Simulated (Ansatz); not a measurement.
Geometry optimisation, RKS r2SCAN/def2-SVP in Ansatz 0.2.0.

Input file:

```yaml
crystal:
  periodic: [false, false, false]
  atoms:
    - { symbol: Si, position_ang: [-0.37584, -0.44374, -1.09465] }
    - { symbol: S, position_ang: [-0.57915, 0.44239, 0.87668] }
    - { symbol: S, position_ang: [1.1021, -0.43127, 1.85084] }
    - { symbol: H, position_ang: [-1.77572, -0.87891, -1.24292] }
    - { symbol: H, position_ang: [-0.3544, 0.82441, -1.8512] }
    - { symbol: H, position_ang: [1.98301, 0.48713, 1.46125] }
total_charge: -1
basis:
  gaussian: { orbitals: def2-SVP }
hamiltonian:
  xc: r2scan
relax:
  f_tol: 0.02
  max_steps: 50
```

Run as:

```bash
$ ansatz run input.yaml --threads 1 --pin off --max-ram 2048MiB --backend cpu --events-out ev --progress --plain --runs-dir out
```

Task: Where does it end, and by what steps?

Result: The forces met the threshold. Limits of this set-up: an anion without diffuse functions, the dipole of an ion depends on the origin. After 5 steps the energy has fallen by 0.226 eV; S3 moved furthest, 0.16 Å.

```
step  energy less start (eV)  largest force component (eV/Å)  accepted
   0                  0.0000                           1.262       yes
   1                 -0.1821                           0.637       yes
   2                 -0.2147                           0.329       yes
   3                 -0.2214                           0.219       yes
   4                 -0.2253                           0.090       yes
   5                 -0.2263                           0.013       yes
```

```xyz
6
Properties=species:S:1:pos:R:3
Si -0.328 -0.514 -1.205
S -0.534 0.392 0.871
S 1.106 -0.362 1.998
H -1.839 -0.831 -1.292
H -0.493 0.853 -1.914
H 2.087 0.461 1.542
```

Run time: 12 s on 1 thread of Intel(R) Xeon(R) 6975P-C (Granite Rapids), with other jobs on the host, peak memory 0.14 GiB.
